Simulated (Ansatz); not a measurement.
Basis-set extrapolation for C₂H₅ClO₂, SMILES `COC(O)Cl` (PBE0-D4/def2-TZVP geometry, frozen core, Ansatz 0.2.0). Multiplicity 1, RHF reference.

```tsv
	def2-TZVPP	def2-QZVPP
HF	-687.967418	-687.990850
MP2 correlation	-1.009065	-1.089751
CCSD(T) correlation	-1.086892	not run
```

Energies in hartree. Use E(X) = E(∞) + A·exp(−7.88·√X) for Hartree–Fock and E(X) = E(∞) + B·X^(−2.97) for correlation, with X = 3 and 4, and add CCSD(T) minus MP2 of the smaller set to the MP2 limit.

Problem. What is the CCSD(T) energy at the basis-set limit?

Solution. HF limit: -687.990850 + (-0.023432) × 0.13774 = -687.99408. MP2 limit: -1.089751 + (-0.080686) × 0.74074 = -1.14952. Higher-order term: -1.086892 − (-1.009065) = -0.07783. Total: -689.22143 hartree, 438.8 kJ/mol below CCSD(T)/def2-TZVPP.
